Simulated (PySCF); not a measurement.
ethylamine (C2H7N), SMILES CCN.

Geometry: B3LYP-D3(BJ)/def2-TZVP. The values are those of a single conformer.

Computed with PySCF with B3LYP-D3(BJ)/def2-TZVP.

Frequencies are harmonic and unscaled.

```tsv
mode	ν (cm⁻¹)	IR (km/mol)	moving atoms (share of kinetic energy)
1	237	27.7	H 94 %
2	273	13.2	H 89 %, C 10 %
3	416	9.6	H 39 %, C 33 %, N 28 %
4	804	52.9	H 90 %
5	847	92.3	H 76 %, N 18 %
6	902	4.8	H 43 %, C 43 %, N 14 %
7	1007	0.6	H 74 %, C 25 %
8	1097	14.0	C 43 %, H 36 %, N 21 %
9	1152	11.0	H 59 %, C 35 %
10	1265	0.9	H 67 %, C 29 %
11	1327	5.4	H 86 %, C 9 %
12	1405	1.8	H 80 %, C 19 %
13	1428	17.6	H 69 %, C 28 %
14	1490	5.9	H 97 %
15	1498	3.1	H 97 %
16	1523	1.2	H 92 %, C 8 %
17	1659	31.0	H 92 %
18	2943	91.3	H 93 %
19	3026	17.7	H 97 %
20	3042	28.1	H 92 %
21	3086	48.5	H 91 %, C 9 %
22	3104	30.7	H 91 %, C 9 %
23	3479	0.5	H 96 %
24	3556	0.2	H 92 %, N 8 %
```
